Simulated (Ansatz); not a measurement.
# BeH (doublet): from Hartree-Fock to the top rungs, 6-31G*

Aim: climb from Hartree-Fock through coupled cluster and multireference methods for BeH (doublet) at one geometry and basis, and see what each rung misses.

Program: Ansatz 0.2.0, Gaussian basis. Level of theory: 6-31G*, core rule «outside noble gas», up to 1 orbitals frozen. These are calculated values, not measurements.

To be run: UHF; CCSD(T) on ROHF; CCSD(T) on UHF; BCCD(T) on ROHF; CISD; CCSDT on ROHF; CCSDT on UHF; CASSCF and MRCISD+Q, 3 electrons in 5 orbitals; CASSCF and NEVPT4(SD), 3 electrons in 5 orbitals; CASSCF and NEVPT2, 3 electrons in 5 orbitals; Full CI.

21 further runs of the same task are left out: 9 for a known fault of the program, 3 that didn't finish, 9 set aside as unsound or not needed.

### Step 1. The system

The geometry is an MP2(full)/6-31G* stationary point (not a proven minimum).

2 atoms, charge 0, spin multiplicity 2.

Atoms are counted from 1 here; the program's logs count them from 0.

Bond lengths: Be1–H2 1.348 Å.

### Step 2. UHF

in.yaml reads:

```yaml
crystal:
  periodic: [false, false, false]
  atoms:
    - {symbol: Be, position_ang: [0.000000, 0.000000, 0.000000]}
    - {symbol: H, position_ang: [0.000000, 0.000000, 1.348270]}
basis:
  gaussian: {orbitals: "6-31G*"}
magnetization: {spin_polarized: true, initial_magnetization: 1}
hamiltonian: {xc: hf}
output: {orbitals: {seedname: orbitals}}
```

The run is started by

```bash
ansatz run in.yaml --threads 1 --pin off --events-out ev --progress --plain --max-ram 2393MiB
```

The runs that follow: CCSD(T) on ROHF; CCSD(T) on UHF; BCCD(T) on ROHF; CISD; CCSDT on ROHF; CCSDT on UHF; CASSCF and MRCISD+Q, 3 electrons in 5 orbitals; CASSCF and NEVPT4(SD), 3 electrons in 5 orbitals; CASSCF and NEVPT2, 3 electrons in 5 orbitals; Full CI.

Before running them: what should the planned runs give, taken together? Wanted: FCI below the RHF energy; RMP2 from FCI; UMP2 from FCI; RCCSD from FCI; RCCSD(T) from FCI; UCCSD(T) from FCI; NEVPT2 valence from FCI; NEVPT4(SD) valence from FCI; MRCISD+Q valence from FCI.

The runs gave:

| quantity | value |
| --- | --- |
| FCI below the RHF energy | -0.8295 eV |
| RMP2 from FCI | +6.05 kcal/mol |
| UMP2 from FCI | +5.91 kcal/mol |
| RCCSD from FCI | +0.40 kcal/mol |
| RCCSD(T) from FCI | +0.14 kcal/mol |
| UCCSD(T) from FCI | +0.13 kcal/mol |
| NEVPT2 valence from FCI | +2.17 kcal/mol |
| NEVPT4(SD) valence from FCI | +0.48 kcal/mol |
| MRCISD+Q valence from FCI | +0.11 kcal/mol |
| levels within 1 kcal/mol (43 meV) | CISD, RCCSD, UCCSD, RCCSD(T), UCCSD(T), BCCD(T), RCCSDT, UCCSDT, NEVPT4(SD) valence, MRCISD valence, MRCISD+Q valence |
| T1 diagnostic | 0.025 |
| effectively unpaired electrons | 1.01 |

What this shows: RCCSD(T) misses by +0.14 kcal/mol, 0.7 % of the correlation energy. One determinant dominates. Of the multireference levels listed MRCISD+Q valence comes nearest in total energy (+0.11 kcal/mol), which doesn't show that its space is the better one. These misses are within one basis, not against nature; the frozen cores of restricted and unrestricted runs differ, which can shift their rows.
